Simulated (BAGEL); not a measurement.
# C2H5F (SMILES CCF) at HF/STO-3G (density fitting with qzvpp-jkfit)

Aim: the energy change on altering one bond length of C2H5F at HF/STO-3G (density fitting with qzvpp-jkfit), from 2 runs. 

The calculation is run with BAGEL 1.2.2.

15 further runs of the same task are left out: 15 set aside as unsound or not needed.

### 1 The molecule

C2H5F has 8 atoms, charge 0, and is taken as a singlet. SMILES: `CCF`. Geometry: relaxed at PBE0-D4/def2-TZVP.

Bond lengths: C1–C2 1.504 Å, C2–F3 1.386 Å, C1–H4 1.093 Å, C1–H5 1.092 Å, C1–H6 1.091 Å, C2–H7 1.094 Å, C2–H8 1.094 Å. Some angles: C1–C2–F3 110.1°, C1–C2–H7 111.6°, C1–C2–H8 111.6°, F3–C2–H7 107.4°, F3–C2–H8 107.4°, C2–C1–H4 109.9°, C2–C1–H5 110.8°, C2–C1–H6 110.8°, H7–C2–H8 108.6°, H4–C1–H5 108.4°.

### 2 The energy at HF/STO-3G (density fitting with qzvpp-jkfit)

Input file hf.json:

```json
{ "bagel" : [

{
  "title" : "molecule",
  "basis" : "sto-3g",
  "df_basis" : "qzvpp-jkfit",
  "angstrom" : "true",
  "geometry" : [
    { "atom" : "C", "xyz" : [      -0.431700,       0.566900,      -0.264600 ] },
    { "atom" : "C", "xyz" : [       0.378400,      -0.599100,       0.230500 ] },
    { "atom" : "F", "xyz" : [       1.663300,      -0.186400,       0.546500 ] },
    { "atom" : "H", "xyz" : [      -1.443900,       0.237400,      -0.512600 ] },
    { "atom" : "H", "xyz" : [       0.018600,       0.998500,      -1.160400 ] },
    { "atom" : "H", "xyz" : [      -0.500300,       1.343000,       0.499800 ] },
    { "atom" : "H", "xyz" : [       0.464000,      -1.381500,      -0.529800 ] },
    { "atom" : "H", "xyz" : [      -0.056300,      -1.036000,       1.134800 ] }
  ]
},

{
  "title" : "hf"
},

{
  "title" : "print",
  "file" : "orbitals.molden",
  "orbitals" : "true"
}

]}
```

The run is started by

```console
$ BAGEL_NUM_THREADS=1 BAGEL hf.json > hf.out
```

What it wrote:

```text
* using 1 threads per process

  ===============================================================
  ===============================================================

  *** Geometry ***

  { "atom" : "C", "xyz" : [     -0.815795,      1.071286,     -0.500022 ] },
  { "atom" : "C", "xyz" : [      0.715072,     -1.132135,      0.435582 ] },
  { "atom" : "F", "xyz" : [      3.143181,     -0.352245,      1.032735 ] },
  { "atom" : "H", "xyz" : [     -2.728576,      0.448621,     -0.968674 ] },
  { "atom" : "H", "xyz" : [      0.035149,      1.886892,     -2.192838 ] },
  { "atom" : "H", "xyz" : [     -0.945430,      2.537902,      0.944485 ] },
  { "atom" : "H", "xyz" : [      0.876833,     -2.610657,     -1.001177 ] },
  { "atom" : "H", "xyz" : [     -0.106392,     -1.957756,      2.144461 ] },

  Number of auxiliary basis functions:      317

  Since a DF basis is specified, we compute 2- and 3-index integrals:
    o Being stored without compression. Storage requirement is 0.001 GB

  Number of basis functions:       20
  Number of electrons      :       26

    * METHOD: MOLECULE                             0.05

  *** RHF ***

  === Nuclear Repulsion ===
    79.4159691191

      * DIIS with orbital gradients will be used.

  === RHF iteration (sto-3g) ===
      0       -175.68478147          0.02166977           0.00
      1       -175.74798904          0.00497362           0.00
      2       -175.75147174          0.00123663           0.00
      3       -175.75181258          0.00013404           0.00
      4       -175.75181728          0.00002328           0.00
      5       -175.75181738          0.00000248           0.00
      6       -175.75181739          0.00000056           0.00
      7       -175.75181739          0.00000020           0.00
      8       -175.75181739          0.00000006           0.00
      9       -175.75181739          0.00000001           0.00
     10       -175.75181739          0.00000000           0.00
    * SCF iteration converged.

    * Permanent dipole moment:
           (    0.459765,     0.093865,     0.124240) a.u.

    * METHOD: HF                                   0.05

    * METHOD: PRINT                                0.00

  ===============================================================
```

Run time: 0.4 s. Hardware: 1 thread of Intel Xeon 6975P-C (Granite Rapids), shared host; peak memory 0.078 GiB.

### 3 The distorted shape, same level

Input file input.json:

```json
{ "bagel": [

{
  "title": "molecule",
  "basis": "sto-3g",
  "df_basis": "qzvpp-jkfit",
  "angstrom": true,
  "geometry": [
    { "atom": "C", "xyz": [      -0.656833,       0.351117,       0.183265 ] },
    { "atom": "C", "xyz": [       0.153267,      -0.814883,       0.678365 ] },
    { "atom": "F", "xyz": [       1.438167,      -0.402183,       0.994365 ] },
    { "atom": "H", "xyz": [      -1.669033,       0.021617,      -0.064735 ] },
    { "atom": "H", "xyz": [       0.018600,       0.998500,      -1.160400 ] },
    { "atom": "H", "xyz": [      -0.725433,       1.127217,       0.947665 ] },
    { "atom": "H", "xyz": [       0.238867,      -1.597283,      -0.081935 ] },
    { "atom": "H", "xyz": [      -0.281433,      -1.251783,       1.582665 ] }
  ]
},

{ "title": "hf", "charge": 0 },

{ "title": "print", "file": "orbitals.molden", "orbitals": true }

]}
```

The run is started by

```console
$ BAGEL_NUM_THREADS=1 BAGEL input.json > input.out
```

What it wrote:

```text
* using 1 threads per process

  ===============================================================
  ===============================================================

  *** Geometry ***

  { "atom" : "C", "xyz" : [     -1.241234,      0.663515,      0.346321 ] },
  { "atom" : "C", "xyz" : [      0.289633,     -1.539906,      1.281924 ] },
  { "atom" : "F", "xyz" : [      2.717742,     -0.760016,      1.879078 ] },
  { "atom" : "H", "xyz" : [     -3.154015,      0.040850,     -0.122331 ] },
  { "atom" : "H", "xyz" : [      0.035149,      1.886892,     -2.192838 ] },
  { "atom" : "H", "xyz" : [     -1.370870,      2.130131,      1.790827 ] },
  { "atom" : "H", "xyz" : [      0.451393,     -3.018427,     -0.154835 ] },
  { "atom" : "H", "xyz" : [     -0.531831,     -2.365527,      2.990803 ] },

  Number of auxiliary basis functions:      317

  Since a DF basis is specified, we compute 2- and 3-index integrals:
    o Being stored without compression. Storage requirement is 0.001 GB

  Number of basis functions:       20
  Number of electrons      :       26

    * METHOD: MOLECULE                             0.04

  *** RHF ***

  === Nuclear Repulsion ===
    77.8494679285

      * DIIS with orbital gradients will be used.

  === RHF iteration (sto-3g) ===
      0       -175.54819203          0.02399748           0.00
      1       -175.62145113          0.00643727           0.00
      2       -175.62674252          0.00152795           0.00
      3       -175.62719612          0.00029123           0.00
      4       -175.62721132          0.00006181           0.00
      5       -175.62721214          0.00000886           0.00
      6       -175.62721215          0.00000115           0.00
      7       -175.62721215          0.00000034           0.00
      8       -175.62721215          0.00000008           0.00
      9       -175.62721215          0.00000003           0.00
     10       -175.62721215          0.00000001           0.00
    * SCF iteration converged.

    * Permanent dipole moment:
           (    0.489080,     0.149049,     0.035004) a.u.

    * METHOD: HF                                   0.05

    * METHOD: PRINT                                0.00

  ===============================================================
```

It took 0.38 s on 1 thread of Intel Xeon 6975P-C (Granite Rapids), shared host; peak memory 0.078 GiB.

### 4 Summary of results

At HF/STO-3G (density fitting with qzvpp-jkfit):

| quantity | value |
| --- | --- |
| first shape: total energy | -175.75182 Eh |
| first shape: dipole moment | 1.23 D |
| first shape: HOMO energy | -10.96 eV |
| first shape: LUMO energy | 15.32 eV |
| first shape: HOMO–LUMO gap | 26.28 eV |
| distorted shape: total energy | -175.62721 Eh |
| distorted shape: dipole moment | 1.30 D |
| distorted shape: HOMO energy | -9.86 eV |
| distorted shape: LUMO energy | 8.68 eV |
| distorted shape: HOMO–LUMO gap | 18.54 eV |
| energy change with the C1–H5 bond stretched from 1.092 to 1.637 Å | 3.391 eV |

With the C1–H5 bond stretched from 1.092 to 1.637 Å the energy rises by 3.39 eV (78 kcal/mol). The first shape isn't relaxed at this level, so the change isn't measured from a minimum. The minimal basis adds a large error of its own.
